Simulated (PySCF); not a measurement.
**Core-level binding energies of `C[C@@H](F)[S@@](C)=O`**

Species: C3H7FOS.
Atom-mapped SMILES: `[CH3:1][C@@H:2]([F:3])[S@@:4]([CH3:5])=[O:6]`

Level of theory: PySCF 2.14.0, delta-SCF UKS SCAN, pcX-2 on the ionised atom, pcseg-1 elsewhere, spin-free X2C. Binding energies are ΔSCF values: E(core-ionised, relaxed orbitals) − E(ground state) at a fixed geometry, referred to the vacuum level.

Task: What binding energy does each computed site have?

Result: 
| atom(s) | bonded to | level | binding energy (eV) | above the level's lowest (eV) | count |
| --- | --- | --- | --- | --- | --- |
| S4 | O (double bond) and 2 C | S 1s | 2480.01 | 0.00 | 1 |
| F3 | C | F 1s | 692.87 | 0.00 | 1 |
| O6 | S (double bond) | O 1s | 536.75 | 0.00 | 1 |
| C2 | F, S, C and H | C 1s | 293.22 | +2.11 | 1 |
| C1 | C and 3 H | C 1s | 291.14 | +0.03 | 1 |
| C5 | S and 3 H | C 1s | 291.11 | 0.00 | 1 |

Lowest listed C 1s: C5, bonded to S and 3 H. Highest, 2.11 eV above it: C2, bonded to F, S, C and H. The widest gap between neighbouring values is 2.08 eV, between 291.14 and 293.22 eV. The values 291.11 and 291.14 eV lie too close for their order to be trusted.

Task: Which photon energy gives electrons from F 1s of F3 a kinetic energy of 20 eV, and what is their de Broglie wavelength?

Result: hν = 692.87 + 20 = 712.87 eV, recoil neglected; λ = 12.264 Å/√(E/eV) = 2.74 Å.

Not every level is listed. The structure is a single GFN2-xTB conformer in the gas phase; no vibrational or solvent corrections.

On one thread, Arm Neoverse V1 (shared host), this took 64 s wall.

The values belong to the conformer `[CH3:1][C@@H:2]([F:3])[S@@:4]([CH3:5])=[O:6]`: C1–C2–S4–C5 -67°.
